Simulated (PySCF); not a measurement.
Z-matrix (Å, degrees):
```
Si
H 1 1.4910
H 1 1.4910 2 109.47
H 1 1.4910 2 109.47 3 -120.00
H 1 1.4910 2 109.47 3 120.00
```
Charge 0, multiplicity 1.

Problem. Give the HOMO, HOMO–LUMO gap, LUMO, total energy and dipole moment at the level PBE-D3(BJ)/def2-TZVP // B3LYP-D3(BJ)/def2-SVP run with PySCF.

Solution. 
```yaml
HOMO: -8.50 eV
HOMO–LUMO gap: 8.72 eV
LUMO: 0.22 eV
total_energy: -7938.19 eV
dipole_moment: 0.000 e·Å
```
